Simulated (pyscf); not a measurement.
This saddle point was located with ωB97X-D3(BJ)/def2-SVP in PySCF.

```xyz
10

As    -1.0740    -1.6872     1.1803
Ge    -0.5549     0.4851     0.3125
H     -1.7655    -2.0603    -0.1180
H     -2.3804    -1.2567     1.8321
H      0.5987    -0.4842    -0.9339
H     -1.7199     1.4586     0.6635
H      0.7192     1.1552     0.8495
O     -0.9022     0.8458    -1.6405
H      0.0124     0.1508    -1.6304
H     -0.7646     1.7521    -1.9592
```
Charge 0, spin multiplicity 1.

Surface: singlet, charge 0. Lowest wavenumbers (cm⁻¹): 1346i, 82, 130, 264, 292.

Q: Name the species on either side of this saddle.

A: H₃Ge–AsH₂ + water (H₂O) ⇌ HO–GeH₂–AsH₂ + hydrogen (H₂), a four-centre exchange read from left to right: Ge–H, H–O broken and Ge–O, H–H formed. At ωB97M-D3(BJ)/def2-TZVP it lies +44.6 kcal/mol from the left side and +44.7 kcal/mol from the right (each side as separated species at their lowest minima found). At the saddle there is also a short Ge–H contact that neither side keeps. This is the saddle that the search found; another between the same sides may lie lower. Elements up to Kr have no core potential and no relativistic terms here.
